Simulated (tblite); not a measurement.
Run record: molecular-dynamics run, `CC1=C[C@@H]1C#N`.

Computed with GFN2-xTB (tblite), gas phase: Langevin dynamics at 200 K from the optimised GFN2-xTB geometry, time step 0.5 fs, friction 0.01 fs⁻¹, 2000 steps. The command runs a driver script over a list of jobs; the input below is this job's line of settings and its coordinates in Å. «temperature» is in K, «steps» counts time steps and «every» is the stride of the printed frames; «frames» go on to single points.

Command:
```bash
OMP_NUM_THREADS=1 python probes_run.py task.json out
```

Input:
```
{"job": {"kind": "md", "xc": "GFN2-xTB", "basis": "xTB", "temperature": 200, "steps": 2000, "every": 50, "frames": 5}, "charge": 0, "multiplicity": 1}
C      1.693239    -0.105002     0.013741
C      0.267852    -0.395045    -0.118407
C     -0.762595    -1.001498    -0.617195
C     -1.073889     0.017551     0.462422
C     -1.630353     1.272596     0.095948
N     -2.068310     2.288172    -0.205452
H      2.019965    -0.290367     1.037790
H      2.272254    -0.726372    -0.667135
H      1.878368     0.946071    -0.210453
H     -1.228730    -1.689247    -1.275979
H     -1.362377    -0.314189     1.458757
```

Q: Estimate the output. One trajectory will do; the random numbers aren't given.

A: 
```
t/fs     T/K      E/eV
    0.0   175.5   -436.61247
   25.0   113.0   -436.47142
   50.0   140.6   -436.43289
   75.0   124.2   -436.38165
  100.0   213.4   -436.42823
  125.0   182.6   -436.47519
  150.0   208.9   -436.39211
  175.0   177.0   -436.40535
  200.0   236.0   -436.44857
  225.0   198.4   -436.42871
  250.0   113.2   -436.32838
  275.0   166.6   -436.40986
  300.0   205.1   -436.45280
  325.0   209.8   -436.48575
  350.0   153.3   -436.39305
  375.0   210.3   -436.43244
  400.0   162.6   -436.33581
  425.0   221.9   -436.38898
  450.0   178.2   -436.31543
  475.0   222.9   -436.33603
  500.0   240.9   -436.40254
  525.0   280.3   -436.38759
  550.0   220.6   -436.36967
  575.0   158.3   -436.38523
  600.0   175.2   -436.44084
  625.0   169.9   -436.40117
  650.0   184.2   -436.38001
  675.0   252.3   -436.44972
  700.0   138.1   -436.40586
  725.0   160.3   -436.39732
  750.0   220.7   -436.43271
  775.0   204.1   -436.42402
  800.0   192.1   -436.43798
  825.0   185.1   -436.44076
  850.0   285.8   -436.43589
  875.0   234.6   -436.31538
  900.0   190.6   -436.35561
  925.0   198.1   -436.36408
  950.0   276.6   -436.29302
  975.0   199.2   -436.19425
 1000.0   251.7   -436.29926
```

E is the potential energy; T comes from the kinetic energy over all 3N coordinates.

Q: Sum up the printed frames.

A: 41 frames over 1000 fs. T runs from 113 K (25 fs) to 286 K (850 fs), with a mean of 196 K over all frames and 210 K from 500 fs on. E starts at -436.612 eV, peaks 0.418 eV above that at 975 fs, and averages 0.231 eV above it from 500 fs on.

Q: Give the last frame.

A: 0.57 Å rms from the start after alignment:
```
atom  x, y, z in Å  |  force x, y, z in eV/Å
C1      1.040   -1.726   -0.431   -0.435   1.681  -0.921
C2     -0.351   -1.325   -0.296   -2.219   0.264  -0.333
C3     -1.641   -1.298   -0.598    2.512   0.154   1.323
C4     -1.157   -0.183    0.302    0.379   1.054  -0.681
C5     -0.981    1.121   -0.325    0.542  -0.546  -0.021
N6     -0.660    2.055   -0.917   -0.460  -0.435   0.465
H7      1.604   -0.876   -0.003    0.288  -0.648  -0.519
H8      1.263   -2.624    0.059    0.280  -1.162   0.722
H9      1.162   -1.861   -1.517    0.603   0.126   0.366
H10    -2.502   -1.774   -0.896   -1.070  -0.499  -0.552
H11    -1.263   -0.154    1.377   -0.421   0.012   0.152
```

Time: 6.9 s of wall time; peak memory 0.17 GiB. Hardware: one thread, Arm Neoverse V1 (aarch64), shared host with 32 logical CPUs at a one-minute load of 30.
